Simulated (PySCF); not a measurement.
An unknown gives this computed stick spectrum. Method: TDDFT CAM-B3LYP/def2-SVPD, vertical, gas phase, core orbitals frozen in the response (PySCF 2.14.0, density-fitted response routines). Geometries: GFN2-xTB, one conformer each.

```csv
state,E (eV),f
S1,4.88,0.0090
S2,5.58,0.270
S3,6.65,0.020
S4,6.84,0.0012
S5,7.34,0.0064
S6,7.59,0.079
S7,7.85,0.0003
S8,8.29,0.062
```

Task: Which structure fits?
A. `FP` (FH2P)
B. `[H]/P=C\C` (C2H5P)
C. `C1PC1` (C2H5P)

Result: B. Its S1, at 4.88 eV, is the lowest among the candidates; the nearest of the others has S1 at 5.59 eV. S1 is HOMO-1→LUMO (99%). Löwdin shares by element: HOMO carbon 48%, phosphorus 40%; LUMO phosphorus 46%, carbon 40%, hydrogen 7% or more. At the same level the other candidates give, for their lowest levels:
- `C1CP1`: 6.60 eV (f 0.029); 6.78 eV (f 0.027); 6.86 eV (f 0.013); 7.42 eV (f 0.074); 7.85 eV (f 0.309); T1 5.48 eV; HOMO -8.78, LUMO 1.29 eV
- `FP`: 5.59 eV (f 0.029); 7.54 eV (f 0.020); 7.60 eV (f 0.123); 7.94 eV (f 0.140); 9.70 eV (f 0.005); T1 4.37 eV; HOMO -9.43, LUMO 0.18 eV
Triplets come from the Tamm–Dancoff approximation.
